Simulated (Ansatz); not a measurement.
All values below come from r2SCAN-D4/def2-SVP (Ansatz, a quantum-chemistry and plane-wave program). No frequencies were computed at this level.

Ansatz 0.2 input:
```yaml
crystal:
  periodic: [false, false, false]
  atoms:
    - { symbol: C, position_ang: [0.0, 0.000005, -0.000013] }
    - { symbol: H, position_ang: [1.033045, -0.268753, -0.002737] }
    - { symbol: H, position_ang: [-0.74926, -0.760268, -0.001472] }
    - { symbol: H, position_ang: [-0.283785, 1.029016, 0.004221] }
basis:
  gaussian: { orbitals: def2-svp }
hamiltonian:
  xc: r2scan
  dispersion: d4
relax:
  max_steps: 150
magnetization:
  spin_polarized: true
  initial_magnetization: 1
```

Output:

```
Functional definition: r2SCAN
332 factors; their error is unknown
mean field evaluation 1: about -1079.9385 eV, gradient 2.2e1 eV
mean field evaluation 2: about -1079.8704 eV, gradient 2.2e1 eV
mean field evaluation 4: about -1082.4643 eV, gradient 1.0e-1 eV
mean field evaluation 8: about -1082.4544 eV, gradient 7.6e-3 eV
mean field -1082.45436907 eV, -39.7794643493 hartree, gradient 6.5e-5 eV, S^2 0.755523; 0 other end points of the search recorded, 0 dependent functions left out
reference -1082.45437531 eV, -39.7794645789 hartree; 5, 4 occupied and 24, 25 virtual orbitals, 332 factors
relax step   1: F+E_penalty+E_count = -1082.45816975 eV  Δ(F+E_penalty+E_count) = +0.000e0 eV  max|allowed force component| = 8.466e-1 eV/Å  Δτ_max = 0.0000 Å  (23 SCF iters, accepted)
these checks for a lower state are left out or cut short: starts, cluster_reference, orbital_swaps, neighbouring_geometries, increment
332 factors; their error is unknown
mean field evaluation 16: about -1082.4821 eV, gradient 6.1e-2 eV
mean field -1082.48216203 eV, -39.7804857220 hartree, gradient 1.9e-5 eV, S^2 0.755794; 0 other end points of the search recorded, 0 dependent functions left out
reference -1082.48216835 eV, -39.7804859539 hartree; 5, 4 occupied and 24, 25 virtual orbitals, 332 factors
relax step   2: F+E_penalty+E_count = -1082.48597262 eV  Δ(F+E_penalty+E_count) = -2.780e-2 eV  max|allowed force component| = 1.919e-1 eV/Å  Δτ_max = 0.0175 Å  (28 SCF iters, accepted)
these checks for a lower state are left out or cut short: starts, cluster_reference, orbital_swaps, neighbouring_geometries, increment
332 factors; their error is unknown
mean field -1082.48328068 eV, -39.7805268315 hartree, gradient 2.1e-5 eV, S^2 0.755873; 0 other end points of the search recorded, 0 dependent functions left out
reference -1082.48328701 eV, -39.7805270642 hartree; 5, 4 occupied and 24, 25 virtual orbitals, 332 factors
relax step   3: F+E_penalty+E_count = -1082.48709446 eV  Δ(F+E_penalty+E_count) = -1.122e-3 eV  max|allowed force component| = 4.742e-2 eV/Å  Δτ_max = 0.0161 Å  (27 SCF iters, accepted)
these checks for a lower state are left out or cut short: starts, cluster_reference, orbital_swaps, neighbouring_geometries, increment
332 factors; their error is unknown
mean field evaluation 32: about -1082.4838 eV, gradient 2.2e-4 eV
mean field -1082.48377064 eV, -39.7805448373 hartree, gradient 2.0e-5 eV, S^2 0.755886; 0 other end points of the search recorded, 0 dependent functions left out
reference -1082.48377698 eV, -39.7805450700 hartree; 5, 4 occupied and 24, 25 virtual orbitals, 332 factors
relax step   4: F+E_penalty+E_count = -1082.48758443 eV  Δ(F+E_penalty+E_count) = -4.900e-4 eV  max|allowed force component| = 6.884e-3 eV/Å  Δτ_max = 0.0151 Å  (28 SCF iters, accepted)
332 factors; their error is unknown
mean field -1082.48377064 eV, -39.7805448373 hartree, gradient 2.0e-5 eV, S^2 0.755886; 1 other end points of the search recorded, 0 dependent functions left out
reference -1082.48377698 eV, -39.7805450700 hartree; 5, 4 occupied and 24, 25 virtual orbitals, 332 factors
Total energy: -1082.48759076 eV, -39.7806852240 hartree
Atom 0 at    -0.000001     0.000003    -0.000557 Å, force     0.000007    -0.000033     0.001692 eV/Å
Atom 1 at     1.055409    -0.274562    -0.002615 Å, force    -0.006884     0.001802    -0.000546 eV/Å
Atom 2 at    -0.765487    -0.776728    -0.001323 Å, force     0.004990     0.005079    -0.000554 eV/Å
Atom 3 at    -0.289921     1.051287     0.004494 Å, force     0.001888    -0.006848    -0.000592 eV/Å
Dipole moment:    -0.000003    -0.000000     0.000324 e Å
```

Cost: very roughly 3.0 core-seconds.
